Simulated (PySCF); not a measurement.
Worked example: HAl–PH, triplet against HAl–PH, singlet

Geometry (PBE0/def2-TZVP stationary point of a singlet), kept for both states (HAl–PH, singlet: A'; HAl–PH, triplet: A'):

| atom | x (Å) | y (Å) | z (Å) |
| --- | --- | --- | --- |
| Al | 0.0000 | 0.0033 | 1.1038 |
| P | 0.0000 | 0.0453 | -1.0264 |
| H | 0.0000 | -0.1169 | 2.6818 |
| H | 0.0000 | -1.3656 | -0.6878 |

Basis 6-31G; PySCF 2.14.0. Correlated methods freeze the noble-gas cores. R marks a restricted (for open shells ROHF) determinant.

Full CI isn't at hand for all of this; RCCSDT serves as the reference. It lacks quadruple excitations, which often exceed the step from CCSD(T) to CCSDT.

```tsv
level	E(HAl–PH, singlet) (hartree)	E(HAl–PH, triplet) (hartree)
RCCSD(T)	-583.805680	-583.704031
PBE	-584.569076	-584.466367
B3LYP	-584.904377	-584.802357
RCCSDT	-583.806611	-583.704783
```

Question: Give the vertical gap, HAl–PH triplet less HAl–PH singlet, at each level in eV (1 hartree = 27.2114 eV), and each error against RCCSDT.

Answer: RCCSDT: (-583.704783 − (-583.806611)) × 27.2114 = 2.771 eV (the reference)
B3LYP: (-584.802357 − (-584.904377)) × 27.2114 = 2.776 eV, error 0.005 eV
PBE: (-584.466367 − (-584.569076)) × 27.2114 = 2.795 eV, error 0.024 eV
RCCSD(T): (-583.704031 − (-583.805680)) × 27.2114 = 2.766 eV, error -0.005 eV

Total energies of functionals can't be set beside those of wave-function methods, since they hold the core's correlation and their own absolute errors; only the differences compare.

The set has no polarisation functions, so the order and spacing of states can differ from the basis-set limit.

In so small a basis the reference is far from its limit while semilocal and hybrid functionals are nearer theirs, so the functionals' errors here hold much of the reference's basis and frozen-core error, which can add to them or hide them.

Each level lands on the state that its own search finds. T1 diagnostics of restricted CCSD: 0.030 and 0.020.
